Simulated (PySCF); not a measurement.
## A ladder for the ionisation energy of P

P [Ne] 3s2 3p3 (4S) → P+ [Ne] 3s2 3p2 (3P). Scalar values calculated with PySCF 2.14 in x2c-QZVPPall with one added diffuse shell each of s, p, d, f type (spin-free X2C; valence: [Ne] frozen; valence and next inner shell: 1s2 frozen). The spin-orbit shift comes from two-component X2C-1e calculations (generalised Hartree-Fock, GHF, and MP2 on its spinors, GMP2) in x2c-QZVPPall-2c: GMP2 gives 10.511 eV without and 10.490 eV with screened spin-orbit coupling, a shift of -0.021 eV (GHF: -0.022 eV). Sums use unrounded values; where a UHF row is shifted, it takes the GHF shift.

```json
{"method": "UHF", "scalar (eV)": "9.893"}
{"method": "LDA", "scalar (eV)": "10.565"}
{"method": "PBE", "scalar (eV)": "10.476"}
{"method": "PBE0", "scalar (eV)": "10.516"}
{"method": "r2SCAN", "scalar (eV)": "10.624"}
{"method": "wB97X-V", "scalar (eV)": "10.301"}
{"method": "B2PLYP", "scalar (eV)": "10.328"}
{"method": "LC-wPBE", "scalar (eV)": "10.589"}
{"method": "B3LYP", "scalar (eV)": "10.372"}
{"method": "MP2 (valence)", "scalar (eV)": "10.508"}
{"method": "SCS-MP2 (valence)", "scalar (eV)": "10.327"}
{"method": "MP2 (valence and next inner shell)", "scalar (eV)": "10.511"}
{"method": "SCS-MP2 (valence and next inner shell)", "scalar (eV)": "10.331"}
{"method": "CCSD (valence and next inner shell)", "scalar (eV)": "10.432"}
{"method": "CCSD(T) (valence and next inner shell)", "scalar (eV)": "10.482"}
{"method": "CCSD (valence)", "scalar (eV)": "10.433"}
{"method": "CCSD(T) (valence)", "scalar (eV)": "10.486"}
```

Problem. Form a composite estimate from CCSD(T) (valence and next inner shell) and the spin-orbit shift, and compare it with the reference, 10.487 eV (measured; NIST Atomic Spectra Database, ionization energies).

Solution. 10.482 + (-0.021) = 10.461 eV, an error of -0.026 eV.

The errors of the correlated levels include the incompleteness of the basis and the frozen core, so a lower level can come closer by cancellation.

A first-order Landé estimate from the scalar orbitals gives -0.034 eV instead; single two-component determinants are not pure J levels in LS coupling, so the shift is uncertain by about that difference.
